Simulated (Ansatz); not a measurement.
# Relaxing scandium (hcp)

Computed with Ansatz 0.2.0, DFT, m-r2SCAN, plane waves (500 eV) with PAW, scalar-relativistic. (PAW data from PBE, frozen cores regenerated.)

k-point mesh 11×11×6, Fermi-Dirac smearing 0.05 eV, starting moments 1.00 ×2 μB. Cell and atoms relax.

Starting structure:

```
Sc
1.0
     3.30900    0.00000    0.00000
    -1.65450    2.86568    0.00000
     0.00000    0.00000    5.27330
Sc
2
Direct
  0.33333 0.66667 0.25000
  0.66667 0.33333 0.75000
```

What cell does the relaxation end in?

P6_3/mmc (spin ignored) with a = 3.309 Å, c = 5.269 Å (c/a = 1.592); 24.98 Å³ per atom against 25.00 at the start (-0.1 %).

How much energy does the relaxation gain?

0.0 meV per atom.

Which magnetic state does it end in?

ferromagnetic, net 0.52 μB per atom; moments 0.32 ×2 μB.

Real scandium is paramagnetic; a moment here is an artefact of the functional.

m-r²SCAN is r²SCAN on the gauge-invariant kinetic-energy density; without spin polarisation the two are equal.
